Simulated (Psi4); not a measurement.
Psi4 input (wB97X-D/6-31G*):

```
memory 1500 MB

molecule {
1 2
Si    0.00120404    0.00180886    1.38646730
Si   -0.00120404   -0.00180886   -1.38646730
H     0.00036886    1.45904824    1.58578438
H    -1.25989583   -0.72729025    1.58973123
H     1.26366332   -0.72554387    1.58753743
H    -0.02742193   -1.45881578   -1.58576119
H    -1.24993550    0.74885627   -1.58757977
H     1.27322108    0.70374539   -1.58971209
symmetry c1
no_reorient
no_com
}

set {
  basis 6-31G*
  reference uks
  scf_type pk
  dft_radial_points 99
  dft_spherical_points 590
  e_convergence 1e-8
  d_convergence 1e-7
  maxiter 150
}

e = energy('wb97x-d')
print_out(f'\nFINAL {e:.10f} DIPOLE {variable("CURRENT DIPOLE")[0]:.6f} {variable("CURRENT DIPOLE")[1]:.6f} {variable("CURRENT DIPOLE")[2]:.6f}\n')
```

From the last part of the output:

```
      10A     -3.982256    11A     -0.862803    12A     -0.818055
      13A     -0.668099    14A     -0.668097    15A     -0.647744
      16A     -0.647744

    Beta Virtual:

      17A     -0.321701    18A     -0.141295    19A     -0.078948
      20A     -0.065035    21A     -0.065033    22A     -0.048828
      23A     -0.048826    24A     -0.032664    25A      0.065199
      26A      0.113298    27A      0.113299    28A      0.137504
      29A      0.137505    30A      0.139130    31A      0.209287
      32A      0.296799    33A      0.408716    34A      0.408722
      35A      0.487591    36A      0.487596    37A      0.511940
      38A      0.555809    39A      0.555811    40A      0.579275
      41A      0.579277    42A      0.596628    43A      0.908852
      44A      0.987537    45A      0.997812    46A      0.997813
      47A      1.035314    48A      1.035316    49A      2.752852
      50A      2.772266

    Final Occupation by Irrep:
              A
    DOCC [    16 ]
    SOCC [     1 ]
    NA   [    17 ]
    NB   [    16 ]

  @UKS Final Energy:  -582.17721268691980

   => Energetics <=

    Nuclear Repulsion Energy =             83.5830888693294867
    One-Electron Energy =                -964.2076429641056166
    Two-Electron Energy =                 329.9225019841304629
    DFT Exchange-Correlation Energy =     -31.4726692399424195
    Empirical Dispersion Energy =          -0.0024913363316803
    VV10 Nonlocal Energy =                  0.0000000000000000
    Total Energy =                       -582.1772126869198019

  UHF NO Occupations:
  HONO-2 :   15  A 1.9996354
  HONO-1 :   16  A 1.9995093
  HONO-0 :   17  A 1.0000000
  LUNO+0 :   18  A 0.0004907
  LUNO+1 :   19  A 0.0003646
  LUNO+2 :   20  A 0.0000317
  LUNO+3 :   21  A 0.0000316

Computation Completed

Properties will be evaluated at   0.000000,   0.000000,   0.000000 [a0]

Properties computed using the SCF density matrix

 Multipole Moments:

 ------------------------------------------------------------------------------------
     Multipole            Electronic (a.u.)      Nuclear  (a.u.)        Total (a.u.)
 ------------------------------------------------------------------------------------

 L = 1.  Multiply by 2.5417464519 to convert [e a0] to [Debye]
 Dipole X            :          0.0000002            0.0000000            0.0000002
 Dipole Y            :         -0.0000005            0.0000000           -0.0000005
 Dipole Z            :          0.0000010           -0.0000000            0.0000010
 Magnitude           :                                                    0.0000011

 ------------------------------------------------------------------------------------

FINAL -582.1772126869 DIPOLE 0.000000 -0.000000 0.000001

*** Psi4 exiting successfully. Buy a developer a beer!
```

The dipole moment of an ion depends on the origin.

The geometry given is a B3LYP-D3(BJ)/def2-TZVP minimum.
